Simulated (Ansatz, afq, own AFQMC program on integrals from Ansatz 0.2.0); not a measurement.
AlH3, triplet: AFQMC among the cluster methods

```xyz
4

Al   -0.0236    0.0960   -0.1942
H    -0.0236   -1.3508   -0.8525
H     1.1010   -0.9311    4.4915
H    -0.4443   -0.2882    1.5585
```

Basis 6-31G. Noble-gas cores (and the filled d shells of Ga–Kr and In–Xe) are frozen. Integrals, coupled cluster, full CI and functionals: Ansatz 0.2.0; the random walks run on the same integrals in our own AFQMC program. ph-AFQMC/CISD is guided by a CISD state made of CCSD amplitudes; releasing the constraint for a short imaginary time cuts its bias at the price of noise, slowly where states lie close. Error bars are statistical, one sigma.

Determinant: UHF, the one that the program's search chose, which needn't be the lowest solution. The geometry is a point of a scan.

Full CI on the same integrals is exact in this basis and with this determinant's frozen core.

Cautions: lower spins were not checked.

The T1 diagnostic is 0.0153, the weight of the determinant in the CISD state is 0.950 and the ⟨S²⟩ of the determinant is 2.004. The size of the correlated space is 6 electrons in 14 orbitals.

Reference: full CI, correlation energy -1.318 eV. The released energy is read at 2.40 1/Eh (meV from the phaseless value at times in 1/Eh: 0.1 ± 0.6 at 0.24, -0.3 ± 0.5 at 0.51, -1.1 ± 0.5 at 0.99, -1.8 ± 0.4 at 1.62, -1.8 ± 0.4 at 2.40).

```json
{"level": "HF", "E − E(reference) (kcal/mol)": "30.40", "share of correlation (%)": "0.00"}
{"level": "MP2", "E − E(reference) (kcal/mol)": "10.81", "share of correlation (%)": "64.43"}
{"level": "CCSD", "E − E(reference) (kcal/mol)": "0.67", "share of correlation (%)": "97.81"}
{"level": "CCSD(T)", "E − E(reference) (kcal/mol)": "0.26", "share of correlation (%)": "99.16"}
{"level": "CCSDT", "E − E(reference) (kcal/mol)": "0.00", "share of correlation (%)": "99.98"}
{"level": "CCSDT(Q)", "E − E(reference) (kcal/mol)": "0.00", "share of correlation (%)": "100.00"}
{"level": "CCSDTQ", "E − E(reference) (kcal/mol)": "0.00", "share of correlation (%)": "100.00"}
{"level": "ph-AFQMC/CISD", "E − E(reference) (kcal/mol)": "0.05 ± 0.01", "share of correlation (%)": "99.85"}
{"level": "released AFQMC", "E − E(reference) (kcal/mol)": "0.01 ± 0.009", "share of correlation (%)": "99.98"}
```

CCSDT and higher add their correlation energy to the determinant of the CCSD(T) run, since their own runs factorise the integrals more tightly (a shift of under 2 meV). Released energies are given only where the last usable release times agree within the noise; a slower fall can still hide under it.
